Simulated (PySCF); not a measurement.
Point-charge models of silanimine, `N=[SiH2]` against its computed dipole.

Coordinates (PBE0-D3(BJ)/def2-SVP, Å) and charges (e) from the PBE0/pcSseg-1 density (PySCF):

| atom | x | y | z | Mulliken | IAO | Hirshfeld | ESP-fitted |
| --- | --- | --- | --- | --- | --- | --- | --- |
| N1 | 1.077 | -0.529 | 0.018 | -0.5811 | -0.7914 | -0.3906 | -0.8512 |
| Si2 | -0.435 | 0.003 | -0.007 | +0.5645 | +0.7821 | +0.4098 | +0.6716 |
| H3 | 1.856 | 0.126 | -0.013 | +0.1897 | +0.2584 | +0.1005 | +0.3682 |
| H4 | -0.953 | 1.405 | -0.075 | -0.1018 | -0.1401 | -0.0665 | -0.1195 |
| H5 | -1.527 | -0.999 | 0.043 | -0.0714 | -0.1090 | -0.0532 | -0.0690 |

Problem. Compute μ = Σ q r for each scheme (1 e·Å = 4.803 D) and compare with the dipole of the full density.

Solution. The full density gives (-1.45, 1.90, -0.09) D, 2.39 D in size; dipole vectors point from the negative to the positive end.

| scheme | μx | μy | μz | size (D) | share of the full size (%) | angle to the full dipole (°) |
| --- | --- | --- | --- | --- | --- | --- |
| Mulliken | -1.51 | 1.25 | -0.06 | 1.96 | 82 | 13 |
| IAO | -1.98 | 1.76 | -0.08 | 2.65 | 111 | 11 |
| Hirshfeld | -1.29 | 0.87 | -0.04 | 1.55 | 65 | 19 |
| ESP-fitted | -1.47 | 1.92 | -0.09 | 2.42 | 101 | 0 |

Problem. Which set comes closest?

Solution. Length of the difference vector: ESP-fitted 0.03 D, IAO 0.56 D, Mulliken 0.65 D, Hirshfeld 1.05 D. Closest: ESP-fitted. The schemes that divide the density aren't constrained to reproduce the dipole.

Problem. What is left for the Hirshfeld atoms' own dipoles?

Solution. The Hirshfeld atoms' densities add up to the full density, so μ = Σ q r + Σ (atomic dipoles). The atomic dipoles sum to (-1.45, 1.90, -0.09) − (-1.29, 0.87, -0.04) = (-0.16, 1.03, -0.05) D, 1.05 D in size.

Problem. With the origin at the mean of the coordinates, (0.003, 0.001, -0.007) Å, which are the largest single terms, by size, of the Hirshfeld dipole along the direction of the full one?

Solution. N1 +2.01, H4 -0.54, Si2 +0.52, H3 -0.49, H5 -0.03 D; all 5 atoms together +1.47 D. The single terms depend on the origin, their sum doesn't.

Problem. Give the size of the full dipole in other units.

Solution. 2.39 D = 0.942 au = 0.498 e·Å = 7.98 × 10⁻³⁰ C·m.

Geometry: PBE0-D3(BJ)/def2-SVP; no solvent, vibrations or thermal averaging.
